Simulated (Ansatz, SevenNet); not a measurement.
For corundum (α-Al2O3), the machine-learned potential SevenNet-0 (trained on PBE and PBE+U data) gives:

```
Property                          Result
------------------------------  --------
lattice constant a               4.807 Å
lattice parameter c             13.126 Å
elastic constant C11             441 GPa
elastic constant C44             120 GPa
Voigt–Reuss–Hill shear modulus   135 GPa
```

Task: What does r²SCAN (PAW; Ansatz, a program for electronic structure) give for the same quantities?

Result: 
- lattice constant a: 4.759 Å (falls by 1.0 %)
- lattice parameter c: 12.995 Å (shrinks by 1.0 %)
- elastic constant C11: 500 GPa (increases by 13 %)
- elastic constant C44: 150 GPa (rises by 25 %)
- Voigt–Reuss–Hill shear modulus: 165 GPa (grows by 22 %)

For comparison: lattice constant a 4.759 Å (measured, temperature not stated, not corrected to a static lattice; as tabulated in Lallet et al. (2009), arXiv:0801.3594); lattice parameter c 12.991 Å (measured, temperature not stated, no zero-point or thermal correction; as tabulated in Lallet et al. (2009), arXiv:0801.3594); elastic constant C11 497 GPa (measured, temperature not stated, not corrected to a static lattice; as tabulated in Liu et al. (2023), arXiv:2002.00005); elastic constant C44 147 GPa (measured, temperature not stated, no zero-point or thermal correction; as tabulated in Oses et al. (2018), arXiv:1811.08464).

Changes are worked out from the printed values.

Unless a cell is named, each level is at its own relaxed cell (SevenNet-0 8.76, r²SCAN 8.49 Å³/atom).

Ansatz's density-functional and Hartree–Fock values are scalar-relativistic unless marked +SOC, with PAW data made under PBE.
